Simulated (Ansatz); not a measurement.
One geometry of SiH2Me(SiH3) (CH8Si2), several levels of theory.

```yaml
crystal:
  periodic: [false, false, false]
  atoms:
    - {symbol: Si, position_ang: [0.698289, 0.177173, 0.490285]}
    - {symbol: H, position_ang: [0.731874, 0.153348, 1.987946]}
    - {symbol: H, position_ang: [2.117134, 0.171182, 0.009191]}
    - {symbol: C, position_ang: [-0.190780, 1.724925, -0.119532]}
    - {symbol: H, position_ang: [0.309683, 2.634928, 0.248032]}
    - {symbol: H, position_ang: [-1.234151, 1.746554, 0.232073]}
    - {symbol: H, position_ang: [-0.201739, 1.765505, -1.219972]}
    - {symbol: Si, position_ang: [-0.371758, -1.768726, -0.274532]}
    - {symbol: H, position_ang: [-1.774047, -1.829984, 0.246197]}
    - {symbol: H, position_ang: [0.350100, -3.001056, 0.170675]}
    - {symbol: H, position_ang: [-0.434614, -1.773860, -1.770363]}
basis:
  gaussian: {orbitals: def2-TZVPD, initial_orbitals: start.molden}
hamiltonian: {xc: pbe, dispersion: d4}
scf: {omitted_lower_state_checks: [starts]}
output: {orbitals: {seedname: orbitals}}
```

The file start.molden holds the orbitals of an earlier run on this structure, at another level or in another basis.

```sh
$ ansatz run in.yaml --threads 4 --pin off --events-out ev --progress --plain --max-ram 3916MiB
```

Output, abridged:

```
Functional definition: PBE
  name "PBE"
  cite "Perdew, Burke & Ernzerhof, Phys. Rev. Lett. 77, 3865 (1996) doi:10.1103/PhysRevLett.77.3865"
  parent pbe
  parameter kappa = 0.804
  parameter beta = 0.06672455060314922
  exchange = pbe_x(kappa = kappa, mu = beta*pi^2/3)
  correlation = pbe_c(beta = beta)
these checks for a lower state are left out or cut short: starts
1132 factors; their error is unknown
mean field evaluation 1: about -16913.3959 eV, gradient 1.1e1 eV
mean field evaluation 2: about -16913.4925 eV, gradient 1.3e-1 eV
mean field evaluation 4: about -16913.4669 eV, gradient 2.5e-4 eV
mean field -16913.46685869 eV, -621.5584426974 hartree, gradient 2.4e-5 eV, S^2 0.000000; 0 other end points of the search recorded, 0 dependent functions left out
reference -16913.46691597 eV, -621.5584448024 hartree; 21, 21 occupied and 174, 174 virtual orbitals, 1132 factors
Total energy: -16913.67077290 eV, -621.5659364063 hartree
Checks for a lower state left out: starts
```

Run time 2.5 s (4 threads of Intel Xeon on a shared host).

The first input with `gaussian: {orbitals: def2-TZVP, initial_orbitals: start.molden}`, `hamiltonian: {xc: pbe0, dispersion: d4}` (abridged; 1.9 s):

```
Functional definition: PBE0
mean field -16915.43975831 eV, -621.6309454209 hartree, gradient 6.7e-5 eV, S^2 0.000000
Total energy: -16915.61306902 eV, -621.6373144722 hartree
Checks for a lower state left out: starts
```

As the first input, with `gaussian: {orbitals: def2-TZVP, initial_orbitals: start.molden}`, `hamiltonian: {xc: {name: B97M-V}}` (abridged; 6 s):

```
Functional definition: B97M-V
mean field -16919.59951069 eV, -621.7838135015 hartree, gradient 1.2e-5 eV, S^2 0.000000
Total energy: -16919.59958284 eV, -621.7838161529 hartree
Checks for a lower state left out: starts
```

As the first input, with `gaussian: {orbitals: 6-31G}`, `hamiltonian: {xc: {name: B3LYP}, dispersion: d4}` (abridged; 1.1 s):

```
Functional definition: B3LYP
mean field -16921.18385919 eV, -621.8420372349 hartree, gradient 4.8e-5 eV, S^2 0.000000
Total energy: -16921.51285949 eV, -621.8541277728 hartree
Checks for a lower state left out: starts
```

First input, but with `gaussian: {orbitals: def2-TZVP, initial_orbitals: start.molden}`, `hamiltonian: {xc: lda}` (abridged; 1 s):

```
Functional definition: SPW92
mean field -16848.35747243 eV, -619.1657168848 hartree, gradient 8.1e-5 eV, S^2 0.000000
Total energy: -16848.35751617 eV, -619.1657184924 hartree
Checks for a lower state left out: starts
```

The first input with `hamiltonian: {xc: pbe0, dispersion: d4}` (abridged; 3 s):

```
Functional definition: PBE0
mean field -16915.45239425 eV, -621.6314097833 hartree, gradient 1.9e-5 eV, S^2 0.000000
Total energy: -16915.62571028 eV, -621.6377790298 hartree
Checks for a lower state left out: starts
```

The first input with `gaussian: {orbitals: 6-31G}`, `hamiltonian: {xc: hf}` (abridged; 0.46 s):

```
Functional definition: HF
mean field -16877.80645418 eV, -620.2479470029 hartree, gradient 1.0e-5 eV, S^2 0.000000
Total energy: -16877.80645418 eV, -620.2479470029 hartree
Checks for a lower state left out: starts
```

Geometry: r2SCAN-D4/def2-SVP.

B3LYP takes the VWN-RPA correlation.
